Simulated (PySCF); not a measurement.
Species: 1,2-dimethyl-1,2-diazetidine, C4H10N2.
SMILES with atom numbers: `[CH3:1][N:2]1[CH2:3][CH2:4][N:5]1[CH3:6]` (hydrogens: H7, H8, H9 on C1; H10, H11 on C3; H12, H13 on C4; H14, H15, H16 on C6)

Computed by this run: PBE0-D3(BJ)/def2-SVP geometry optimisation, gas phase (PySCF 2.14.0); density fitting, grid level 1; the optimiser is geomeTRIC in internal coordinates, started from a GFN2-xTB structure with every atom displaced at random (about 0.01 Å).

Step 1: E = -7275.4089 eV
```
atom  x, y, z in Å  |  force x, y, z in eV/Å
C1     -1.3729   -1.2911   -0.3229    0.207  -0.608  -0.047
N2     -0.5406   -0.3392    0.3610   -0.236   0.177   0.077
C3     -1.0096    1.0479    0.3070   -0.034   0.263  -0.280
C4      0.4008    1.4477   -0.1347    0.553   0.211   0.160
N5      0.6597    0.0280   -0.3774   -0.189  -0.385  -0.002
C6      1.8306   -0.5664    0.2022    0.193  -0.117  -0.044
H7     -1.5361   -1.0405   -1.3899    0.020   0.039  -0.044
H8     -0.9460   -2.3175   -0.2642    0.019   0.395  -0.069
H9     -2.3479   -1.3560    0.1775   -0.086   0.144   0.123
H10    -1.3816    1.4488    1.2587   -0.026   0.021   0.103
H11    -1.7759    1.2360   -0.4805    0.193  -0.097   0.155
H12     0.5151    2.0622   -1.0455   -0.125   0.063   0.179
H13     1.0467    1.8908    0.6752   -0.445  -0.265  -0.335
H14     2.7110   -0.3866   -0.4397   -0.079   0.065   0.063
H15     2.0477   -0.2096    1.2320   -0.026   0.006  -0.018
H16     1.6759   -1.6575    0.2488    0.062   0.089  -0.022
```

Step 2: E = -7275.4429 eV
```
atom  x, y, z in Å  |  force x, y, z in eV/Å
C1     -1.3766   -1.2967   -0.3177   -0.048  -0.189   0.038
N2     -0.5564   -0.3337    0.3624   -0.015   0.098   0.071
C3     -1.0087    1.0593    0.2953   -0.036   0.051  -0.008
C4      0.4071    1.4351   -0.1330    0.204   0.072  -0.024
N5      0.6491    0.0090   -0.3792   -0.090  -0.056  -0.002
C6      1.8304   -0.5745    0.1967    0.044   0.003   0.011
H7     -1.5351   -1.0508   -1.3880   -0.010   0.019   0.003
H8     -0.9262   -2.3021   -0.2524    0.014   0.090  -0.034
H9     -2.3523   -1.3489    0.1919    0.015   0.010  -0.013
H10    -1.3839    1.4658    1.2472   -0.001   0.002  -0.009
H11    -1.7606    1.2482   -0.4955    0.029  -0.054   0.005
H12     0.5157    2.0711   -1.0253    0.007   0.028   0.035
H13     1.0263    1.8599    0.6860   -0.097  -0.108  -0.064
H14     2.7020   -0.3614   -0.4427   -0.018   0.049   0.014
H15     2.0390   -0.2163    1.2271   -0.015  -0.018   0.007
H16     1.7069   -1.6671    0.2347    0.018   0.001  -0.029
```

Problem. Estimate the geometry and energy of step 3. (The exact step hangs on the optimiser's Hessian estimate; all steps are aligned on step 2, rigid shifts and turns removed.)

Solution. E = -7275.4528 eV, largest force 0.156 eV/Å
```
atom  x, y, z in Å  |  force x, y, z in eV/Å
C1     -1.3829   -1.3025   -0.3039   -0.039   0.075   0.015
N2     -0.5646   -0.3265    0.3642    0.052   0.050   0.044
C3     -1.0085    1.0685    0.2801    0.011  -0.020   0.090
C4      0.4172    1.4312   -0.1318   -0.086  -0.014  -0.129
N5      0.6423    0.0039   -0.3824   -0.032  -0.032   0.015
C6      1.8268   -0.5765    0.1920   -0.005   0.021  -0.005
H7     -1.5551   -1.0564   -1.3725   -0.021   0.001   0.007
H8     -0.9099   -2.2929   -0.2465    0.021  -0.056  -0.007
H9     -2.3520   -1.3626    0.2170    0.022  -0.028  -0.013
H10    -1.3915    1.4817    1.2263   -0.010   0.014  -0.032
H11    -1.7495    1.2490   -0.5194   -0.015  -0.008  -0.058
H12     0.5399    2.0797   -1.0118    0.039   0.013  -0.011
H13     1.0212    1.8337    0.6991    0.055   0.001   0.100
H14     2.6960   -0.3211   -0.4334    0.017   0.023   0.002
H15     2.0183   -0.2407    1.2331   -0.023  -0.019   0.011
H16     1.7290   -1.6717    0.1973    0.015  -0.022  -0.028
```

The energy changes by -0.0100 eV. The first-order estimate −F·Δx gives -0.0147 eV and the mean of the old and new forces, exact on a quadratic surface, -0.0102 eV. The step makes an angle of 70° with the force vector and moves no atom by more than 0.044 Å.

The cost below is that of the whole optimisation. Time: 41 s of wall time; peak memory 0.59 GiB. Hardware: an Arm Neoverse V2 with one thread, shared host with 96 logical CPUs at a one-minute load of 11.
